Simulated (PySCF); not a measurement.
# 1-pentene: calculation and literature

Atom-mapped SMILES (the numbers label the heavy atoms): `[CH2:1]=[CH:2][CH2:3][CH2:4][CH3:5]` (H(Xn): hydrogen on atom n). Ha(C1) is cis to C3; Hb(C1) is trans to C3.

- structure optimised with PBE0-D3(BJ)/def2-SVP
- NMR shieldings at B97-2/pcSseg-2/GIAO
- run in PySCF 2.14.0 with density-fitted response routines
- rapidly exchanging positions averaged, no relativistic terms, in vacuum, single conformer

Reference values: estimated from measurements, as parent shift plus tabulated substituent increment (solution, not stated per compound (mostly CDCl3 or CCl4); Pretsch, Buehlmann, Badertscher, Structure Determination of Organic Compounds, 4th ed. (2009)).
```tsv
atoms	quantity	reference	computed	computed, scaled
C2	δ ¹³C	139.0	150.7	143.5
C1	δ ¹³C	114.5	120.8	114.4
```

Reference values: measured (solution, not stated per compound (mostly CDCl3 or CCl4); Pretsch, Buehlmann, Badertscher, Structure Determination of Organic Compounds, 4th ed. (2009)).
```csv
atoms,quantity,reference,computed,"computed, scaled"
C3,δ ¹³C,36.2,43.1,39.1
C4,δ ¹³C,22.4,29.2,25.5
C5,δ ¹³C,13.6,17.4,14.1
H(C3),δ ¹H,2.02,2.02,–
H(C4),δ ¹H,1.43,1.33,–
H(C5),δ ¹H,0.91,0.98,–
```

Computed shifts are σ(ref) − σ with the named reference compound (TMS for H and C) calculated as an isolated molecule at the same level. The measured values may be among those fitted. Shieldings were converted by linear fits to measured shifts (mostly CDCl3, TMS scale, for H and C): ¹³C (scatter 2.1 ppm rms). Occasional misses reach two or three times the rms, and more in compound classes unlike the fitted ones.

Problem. How far are the unscaled ¹³C shifts from the references?

Solution. Mean signed difference +7.10 ppm, mean absolute 7.10 ppm over 5 comparisons; the largest is +11.7 ppm at C2 (alkene CH).

Problem. How far are the unscaled ¹H shifts from the references?

Solution. Mean signed difference -0.01 ppm, mean absolute 0.06 ppm over 3 comparisons; the largest is -0.10 ppm at H(C4) (hydrogen on an sp3 CH2).

8 of the 14 published NMR values on file for this molecule are compared.
